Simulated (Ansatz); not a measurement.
# One elementary step

Start structure (BH$_{2}$OF, singlet), relaxed at PBE0-D4/def2-TZVP:

```xyz
5
angstrom
B -0.0350 0.3855 -0.0012
H 0.4593 0.6798 -1.0520
O -0.1381 -0.8812 0.4428
H 0.2242 -1.5263 -0.1677
F -0.5104 1.3421 0.7781
```

The step: BH₂OF ([OH][BH][F]) → BOF + H₂; bonds formed: H2–H4; bonds broken: B1–H2, O3–H4. Program: Ansatz 0.2.0. Basis: def2-TZVPP and def2-QZVPP. Cores are frozen in the correlated methods. Extrapolation: Hartree–Fock as exp(−7.88 √X), correlation as X^−2.97. Energies below are by CCSD(T) at an estimated basis limit (MP2 extrapolated from triple and quadruple zeta, plus CCSD(T) − MP2 in triple zeta).

Task: What are the electronic barrier and the energy of the step, from the start structure to the end structure? (To be estimated.)

Result: By the calculation: Barrier 65.67 kcal/mol; step energy 31.57 kcal/mol (uphill); reverse barrier, their difference, 34.10 kcal/mol. Barrier and step energy count from the start structure, the reverse barrier from the end structure.

The saddle point: One imaginary mode of 1494i cm⁻¹.
| pair | start (Å) | saddle (Å) | end (Å) |
| --- | --- | --- | --- |
| H2–H4 | 2.39 | 0.98 | 0.75 |
| B1–H2 | 1.20 | 1.43 | 3.00 |
| O3–H4 | 0.96 | 1.41 | 2.99 |

Zero-point energy (harmonic, PBE0-D4): ZPE is 19.06 kcal/mol at the start and 14.88 kcal/mol at the saddle, so the barrier goes from 65.67 to 61.49 kcal/mol.

First-order rate constant out of the start structure at 498 K by transition-state theory, with harmonic vibrational free energies alone and no tunnelling: ΔA‡ = 61.54 kcal/mol, so k = (kB T/h) exp(−ΔA‡/kB T) ≈ 10^-14 s⁻¹ (an order of magnitude at best: rotation, the number of equivalent paths and anharmonicity are left out).

No T1 diagnostic of these runs exceeds 0.018.

Labels in which every atom is bracketed show which atoms are joined, not bond orders.

For scale, one of the runs: CCSD(T)/def2-TZVPP, 121 basis functions, launched by `ansatz run in.yaml --threads 2 --pin off --events-out ev --progress --plain --max-ram 4352MiB`. The run took about 7 s on 2 CPU threads of an Arm Neoverse V1 (shared host).
